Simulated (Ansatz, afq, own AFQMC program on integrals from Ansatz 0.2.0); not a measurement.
# Where AFQMC and coupled cluster stand for HO, doublet

```xyz
2

O     0.0000    0.0000    0.0000
H     0.0000    0.0000    0.9731
```

Basis cc-pVDZ. Noble-gas cores (and the filled d shells of Ga–Kr and In–Xe) are frozen. AFQMC by an in-house program on the Cholesky factors that Ansatz 0.2.0 writes for its CCSD(T) run. The CISD trial takes its coefficients from CCSD amplitudes. Released means that phaseless walkers are propagated on without the constraint, phases kept. Free projection: walkers drawn from exp(T), propagated without any constraint. Its projection time is finite, and what remains of the start isn't in its error. Error bars are statistical, one sigma.

Determinant: UHF, the one that the program's search chose, which needn't be the lowest solution. The geometry is a point of a scan.

Full CI on the same integrals is exact in this basis and with this determinant's frozen core.

* T1 diagnostic: 0.0058
* weight of the determinant in the CISD state: 0.957
* ⟨S²⟩ of the determinant: 0.755
* size of the correlated space: 7 electrons in 18 orbitals

| level | correlation energy (eV) |
| --- | --- |
| MP2 | -4.0569 |
| CCSD | -4.4579 |
| CCSD(T) | -4.5052 |

**Question.** Estimate where free-projection AFQMC lies against CCSD(T) on the same integrals.

**Answer.** 0.58 ± 0.07 mEh below CCSD(T).

Reference: full CI, correlation energy -4.518 eV. The released energy is read at 2.40 1/Eh (meV from the phaseless value at times in 1/Eh: 0.2 ± 1.1 at 0.24, -0.3 ± 0.9 at 0.51, -1.4 ± 0.8 at 0.99, -1.8 ± 1.0 at 1.62, -1.6 ± 1.6 at 2.40).

| level | E − E(reference) (mEh) | share of correlation (%) |
| --- | --- | --- |
| CCSD(T) | 0.46 | 99.72 |
| CCSDT | 0.27 | 99.84 |
| CCSDT(Q) | 0.02 | 99.99 |
| CCSDTQ | 0.01 | 100.00 |
| ph-AFQMC/HF | 0.34 ± 0.74 | 99.80 |
| ph-AFQMC/CISD | 0.06 ± 0.06 | 99.96 |
| released AFQMC | 0.00 ± 0.06 | 100.00 |
| free AFQMC | -0.12 ± 0.07 | 100.07 |

CCSDT and higher add their correlation energy to the determinant of the CCSD(T) run, since their own runs factorise the integrals more tightly (a shift of under 2 meV). Free projections are given only where their last times agree within the noise and don't stop above the reference; a slow remainder of the start can still hide under it. A walk keeps the symmetry of its determinant, which the program's search chose and which needn't be the lowest solution, so a lower state of the same spin and another symmetry isn't excluded. Released energies are given only where the last usable release times agree within the noise; a slower fall can still hide under it.
